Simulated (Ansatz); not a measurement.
## Which is lower?

Two isomers of BSiH6O (charge +1), closed shell, relaxed at PBE0-D4/def2-TZVP (vibrations not checked).

A:

```xyz
9
angstrom
B -0.7854 0.7751 -1.1930
Si 0.4435 0.4048 0.3391
O 0.5288 -0.9958 1.0515
H -1.5582 0.0651 -1.7412
H -0.5249 1.9179 -1.4061
H 1.2582 1.5540 0.7404
H 0.3733 0.1120 -1.2531
H 1.0842 -1.2679 1.7900
H -1.1300 0.7066 0.0964
```

B:

```
9
angstrom
B 0.0825 0.7019 -1.3871
O 0.4244 0.4795 -0.0287
Si -0.2996 -0.8006 1.0696
H 0.6598 1.5768 -1.9329
H -0.7496 -0.0306 -1.8026
H 1.1048 1.0636 0.3440
H 0.0479 -2.0418 0.3640
H -1.7223 -0.4328 1.0722
H 0.4520 -0.5159 2.3016
```

Computed with Ansatz 0.2.0 (basis: def2-TZVPP); correlated methods freeze the cores. B3LYP uses VWN-RPA correlation.

Q: Which structure is lower at CCSD(T), and by how much? (To be estimated.)

A: The calculation gives: B, by 21.66 kcal/mol (electronic energy, against the other). By their contacts, A is BSiH₆O ([OH][SiH]12[H][BH2]1[H]2), total charge +1 and B is BSiH₆O ([BH2][OH][SiH3]), total charge +1.

All methods give the same order:

```json
{"method": "PBE-D4", "E(B) − E(A) (kcal/mol)": "-12.07"}
{"method": "r2SCAN-D4", "E(B) − E(A) (kcal/mol)": "-14.05"}
{"method": "PBE0-D4", "E(B) − E(A) (kcal/mol)": "-15.43"}
{"method": "B3LYP-D4", "E(B) − E(A) (kcal/mol)": "-21.29"}
{"method": "wB97M-V", "E(B) − E(A) (kcal/mol)": "-20.03"}
{"method": "HF", "E(B) − E(A) (kcal/mol)": "-35.63"}
{"method": "MP2", "E(B) − E(A) (kcal/mol)": "-20.68"}
{"method": "CCSD", "E(B) − E(A) (kcal/mol)": "-23.58"}
{"method": "CCSD(T)", "E(B) − E(A) (kcal/mol)": "-21.66"}
```

No T1 diagnostic of these runs exceeds 0.014.

Labels in which every atom is bracketed show which atoms are joined, not bond orders.
